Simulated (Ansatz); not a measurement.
We consider bcc Fe, described by B3LYP (VWN-RPA form) (PAW; Ansatz, a first-principles code).

Numerical settings: plane-wave cutoff 460 eV, 16×16×16 k mesh, Fermi–Dirac smearing 0.05 eV, spin-polarised with parallel moments, scalar-relativistic PAW data made under PBE.

Computed at the level's own relaxed cell.

Q: Predict the equilibrium volume per atom, bulk modulus B0, lattice parameter a and magnetic moment per atom (the cell's total over its atoms).

A: 
equilibrium volume per atom: 12.48 Å³/atom
bulk modulus B0: 149 GPa
lattice parameter a: 2.923 Å
magnetic moment per atom (the cell's total over its atoms): 2.77 μB

Measured, for comparison: equilibrium volume per atom 11.61 Å³/atom, lattice constant a 2.853 Å (static lattice: zero-point anharmonic expansion removed; as tabulated in Mejia-Rodriguez and Trickey (2018), arXiv:1807.09216); bulk modulus 174 GPa (corrected for temperature and zero-point phonon effects, our sources range from 170 to 175; as tabulated in Levämäki et al. (2014), arXiv:1402.3671). Computed (rounded) less measured: equilibrium volume per atom +7.5 %, bulk modulus -14 % (-12 % to -15 % over the range), lattice constant a +2.5 %.

Moments are spin moments.

Static lattice: no zero-point or thermal effects.
